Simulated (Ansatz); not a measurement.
Input for Ansatz (development build ahead of 0.2.0):

```yaml
crystal:
  periodic: [false, false, false]
  atoms:
    - { symbol: Na, position_ang: [0.0, 0.0, -0.17041] }
    - { symbol: H, position_ang: [0.0, 0.0, 1.87451] }
basis:
  gaussian: { orbitals: def2-TZVP }
hamiltonian:
  xc: hf
```

The input is written out in the form of the current development build from the run's settings.

The run gave:

```
Converged                       : yes
Total energy                    : -162.38421 hartree
Spin squared of the determinant : 0.000
```
